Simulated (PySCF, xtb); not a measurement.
chloromethane (CH₃Cl), SMILES CCl.

Harmonic wavenumbers (cm⁻¹) from GFN2-xTB (xtb) at its own minimum, in rising order: 712, 1000, 1000, 1315, 1441, 1441, 3031, 3044, 3045.

Question: What does B3LYP-D3(BJ)/def2-TZVP (PySCF) give at its own minimum? (The exact figures need the calculation; the answer reports its results.)

Answer: 713, 1026, 1026, 1381, 1484, 1484, 3073, 3168, 3168. Paired by order, the mean absolute difference is 55 cm⁻¹ and the zero-point energies are 22.9 and 23.6 kcal/mol.
